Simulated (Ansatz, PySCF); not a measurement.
This Ansatz (a first-principles code) input computes a SVWN5/def2-TZVPD energy:

Ansatz 0.2 input:
```yaml
crystal:
  periodic: [false, false, false]
  atoms:
    - {symbol: C, position_ang: [0.90001168, -0.66433439, 0.02335932]}
    - {symbol: C, position_ang: [2.36193785, -0.21789905, 0.03889303]}
    - {symbol: C, position_ang: [-0.02985148, 0.48153405, -0.11870900]}
    - {symbol: H, position_ang: [0.66048486, -1.21536743, 0.93914298]}
    - {symbol: H, position_ang: [0.74173108, -1.38036463, -0.79710809]}
    - {symbol: H, position_ang: [3.02621892, -1.07787422, 0.13048143]}
    - {symbol: Cl, position_ang: [-1.72048215, 0.22932973, 0.03836588]}
    - {symbol: H, position_ang: [2.62212239, 0.30829953, -0.88178346]}
    - {symbol: H, position_ang: [2.55810446, 0.45311887, 0.87669814]}
    - {symbol: H, position_ang: [0.24694646, 1.41777863, -0.58091097]}
basis:
  gaussian:
    orbitals: def2-TZVPD
hamiltonian:
  xc: {name: SVWN5}
magnetization: {spin_polarized: true, initial_magnetization: 1}
output: {forces: true}
```

Question: Write an input for the same energy in PySCF and say what it gives.

Answer: 
```python
from pyscf import gto, scf, dft

mol = gto.M(
    atom='''
    C     0.90001168   -0.66433439    0.02335932
    C     2.36193785   -0.21789905    0.03889303
    C    -0.02985148    0.48153405   -0.11870900
    H     0.66048486   -1.21536743    0.93914298
    H     0.74173108   -1.38036463   -0.79710809
    H     3.02621892   -1.07787422    0.13048143
    Cl   -1.72048215    0.22932973    0.03836588
    H     2.62212239    0.30829953   -0.88178346
    H     2.55810446    0.45311887    0.87669814
    H     0.24694646    1.41777863   -0.58091097
    ''',
    basis='def2-tzvpd',
    charge=0,
    spin=1,
    verbose=4,
)

mf = dft.UKS(mol, xc='svwn').density_fit(auxbasis='def2-universal-jkfit')
mf.grids.level = 3
mf.conv_tol = 1e-9
mf.max_cycle = 100
mf.max_memory = 1500
mf.kernel()
if not mf.converged:
    mf = mf.newton()
    mf.kernel(mf.make_rdm1())
for _ in range(2):
    mo, _, stable, _ = mf.stability(return_status=True)
    if stable:
        break
    mf.kernel(mf.make_rdm1(mo, mf.mo_occ))
mf.analyze()
```
It gives -575.52798 Eh, and Ansatz -575.52789 Eh, a difference of 0.09 mEh, from the treatment of integrals and grids.

It need not be the lowest isomer of its formula.
